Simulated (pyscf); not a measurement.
One four-centre exchange on the singlet surface with elements of a group swapped. ωB97M-D3(BJ)/def2-TZVP, kcal/mol, from the separated reactants. Single points on ωB97X-D3(BJ)/def2-SVP structures (PySCF, gas phase).

```json
[
 {"step": "`[SiH3][PH2]` + `[H][H]` → `[PH3]` + `[SiH4]`", "barrier": "69.2", "reaction energy": "-1.4", "imaginary mode (i cm⁻¹)": "1411"},
 {"step": "`[PH2][GeH3]` + `[H][H]` -> `[PH3]` + `[GeH4]`", "barrier": "63.2", "reaction energy": "-0.7", "imaginary mode (i cm⁻¹)": "1668"},
 {"step": "`[SiH3][AsH2]` + `[H][H]` → `[AsH3]` + `[SiH4]`", "barrier": "(withheld)", "reaction energy": "(withheld)", "imaginary mode (i cm⁻¹)": "1617"}
]
```

**Question.** Fill in the missing entries.

**Answer.** 
- `[SiH3][AsH2]` + `[H][H]` → `[AsH3]` + `[SiH4]`, barrier: 65.8
- `[SiH3][AsH2]` + `[H][H]` → `[AsH3]` + `[SiH4]`, reaction energy: +0.8

Each row is the saddle that its search found. Elements up to Kr have no core potential and no relativistic terms here.
